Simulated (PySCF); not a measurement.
Which functional comes closest?

Molecule: SMILES C(C#N)(F)F, C2HF2N.

Mapped SMILES: `[N:1]#[C:2][CH:3]([F:4])[F:5]`; H(Xn) means a hydrogen on atom n.

Geometry PBE0-D3(BJ)/def2-SVP throughout; GIAO in PySCF 2.14, gas phase, one conformer, non-relativistic; equivalent atoms averaged; basis pcSseg-2.

Reference values (measured; G. Saielli, R. Bini, A. Bagno, Computational 19F NMR. 2. Organic compounds, RSC Adv. 2014, ESI (exp. from Berger-Braun-Kalinowski 1994 and Everett 1995)): δ(F4/F5) = -119.8 ppm vs CFCl3. Computed shifts are taken against CFCl3, calculated as an isolated molecule at each level.

Question: How do the functionals HF, LDA, PBE, BLYP, BP86, OPBE, KT2, KT3, B97-D, B3LYP, PBE0, mPW1PW91, WP04, B97-2, BHandHLYP, CAM-B3LYP, wB97X-D, LC-wPBE perform against the reference? Times are CPU seconds on shared hosts with different chips, so compare them loosely; the GGAs took longer than the global hybrids here, which isn't the general rule, and the cause wasn't traced.

Answer: 
```tsv
functional	kind	F4/F5	abs. error F	core-s
HF	Hartree–Fock	-97.7	22.1	7.8
LDA	LDA	-147.6	27.8	14
PBE	GGA	-142.7	22.9	17
BLYP	GGA	-139.9	20.1	17
BP86	GGA	-143.4	23.6	19
OPBE	GGA	-138.8	19.0	19
KT2	GGA	-147.2	27.4	17
KT3	GGA	-140.0	20.2	18
B97-D	GGA	-138.0	18.2	18
B3LYP	global hybrid	-129.2	9.4	16
PBE0	global hybrid	-129.0	9.2	12
mPW1PW91	global hybrid	-128.3	8.5	12
WP04	global hybrid	-123.8	4.0	10
B97-2	global hybrid	-128.2	8.4	9.8
BHandHLYP	global hybrid	-115.5	4.3	9.5
CAM-B3LYP	range-separated hybrid	-119.7	0.1	13
wB97X-D	range-separated hybrid	-122.6	2.8	17
LC-wPBE	range-separated hybrid	-111.1	8.7	18
```

For $^{19}$F the closest is CAM-B3LYP (0.1 ppm) and the furthest LDA (27.8 ppm). One molecule is a small sample, and vibrational and solvent effects are absent from the calculation.
